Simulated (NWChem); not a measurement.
B anion, triplet

Program: NWChem. Spin-unrestricted. The open p shell is one determinant without spherical averaging. Sets without diffuse functions describe the anion's extra electron poorly. No stability test was run on the SCF state. The highest occupied level is positive in some or all of these runs, so the extra electron may be held by the finite basis. Total energies compare along this basis series because the functional is fixed.

```
level           basis functions  energy (Ha)  highest occupied level (eV)  lowest empty minus highest occupied level, either spin (eV)  <S²>
--------------  ---------------  -----------  ---------------------------  -----------------------------------------------------------  ----
UHF/def2-SVP                 14     -24.4752                        -0.10                                                         8.72  2.00
UHF/def2-SVPD                20     -24.4120                         2.42                                                         3.74  2.01
UHF/def2-TZVP                31     -24.5153                        -0.48                                                         7.74  2.01
UHF/def2-TZVPP               31     -24.5153                        -0.48                                                         7.74  2.01
UHF/def2-QZVP                57     -24.5188                        -0.58                                                         7.04  2.01
```
